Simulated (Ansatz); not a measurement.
# GeS (Pnma, No. 62)

The numbers are results of PBE-D3(BJ) (Ansatz, an electronic-structure program, PAW), not measurements.

Numerical settings: plane-wave cutoff 500 eV, 4×12×10 k mesh (along the axes of the cell as run), Fermi–Dirac smearing 0.05 eV, scalar-relativistic PAW data made under PBE.

Cell (relaxed at this level):

```xyz
8
Lattice="10.6525 0.0000 0.0000 0.0000 3.6796 0.0000 0.0000 0.0000 4.3592" Properties=species:S:1:pos:R:3 pbc="T T T"
Ge     9.3276     0.9199     1.5877
Ge     1.3249     2.7597     2.7715
Ge     6.6512     2.7597     3.7673
Ge     4.0013     0.9199     0.5919
S      6.9306     0.9199     2.1564
S      3.7220     2.7597     2.2029
S      9.0482     2.7597    -0.0232
S      1.6043     0.9199     4.3825
```

```json
{
 "band_gap": "1.23 eV (on the SCF k mesh)"
}
```

Measured, for comparison: band gap 1.65 eV (room temperature, no zero-point or thermal correction, our sources range from 1.58 to 1.65; as tabulated in Setten et al. (2017), arXiv:1709.07349).

Note: a distance lies near a switch of the dispersion term, which can move the cell.

Spin–orbit coupling is not included.

The computed numbers hold no vibrational or temperature effects.
